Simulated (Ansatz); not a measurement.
**H2N (charge -1): comparison of methods with full CI from a Python script**

An exercise on one series of results from a longer session: the logs are not shown, and one member is left open.

Program: Ansatz 0.2.0, driven from Python. The levels of theory stand in the script. These are calculated values, not measurements.

### The system

Bond lengths: N1–H2 1.053 Å, N1–H3 1.053 Å. Angles: H2–N1–H3 100.9°.

The script holds or builds the structure itself.

Set-up of the first run:

Contents of fci_h2n.py:

```python
# -*- coding: utf-8 -*-
import ansatz

BASIS = "6-31G"
CHARGE = -1

GEOMETRY = """
N     0.35366   -0.20981    0.17435
H     0.12522    0.81750    0.15759
H    -0.47888   -0.60769   -0.33194
"""

h2n = ansatz.Crystal.molecule()
for line in GEOMETRY.strip().splitlines():
    symbol, *xyz = line.split()
    h2n = h2n.atom(symbol, [float(v) for v in xyz])

base = h2n.calculation().basis(gaussian=BASIS).charge(CHARGE)
exact = base.correlation("fci").run(threads=1).report
print(f"full CI {exact['free_energy_ev'] / 27.211386246:.7f} Ha over {exact['configurations']['states'][0]['n_determinants']} determinants")
print("natural occupations", [round(n, 4) for n in exact["configurations"]["natural_occupations"]])
print(f"hf       misses {1000 * (exact['reference_energy_ev'] - exact['free_energy_ev']) / 27.211386246:9.3f} mHa")
for method in ["mp2", "ccsd", "ccsd_t", "ccsdt_q"]:
    e = base.correlation(method).run(threads=1).report["free_energy_ev"]
    print(f"{method:8s} misses {1000 * (e - exact['free_energy_ev']) / 27.211386246:9.3f} mHa")
```

Started as:

```bash
python fci_h2n.py
```

One of the session's tables, all rows but one given; the rest of the session is left out.

Correlation energies (total less mean field):

```
 method  correlation (eV)
    mp2                 ?
   ccsd            -3.427
 ccsd_t            -3.475
ccsdt_q            -3.488
```

Estimate the missing values for mp2.

The run gave: correlation (eV): -3.141. In the column «correlation (eV)» it is the highest.

Caveats from the session: Full CI is exact only within this small basis and its frozen core, at an unrelaxed geometry. Anions want diffuse functions, which this basis lacks.
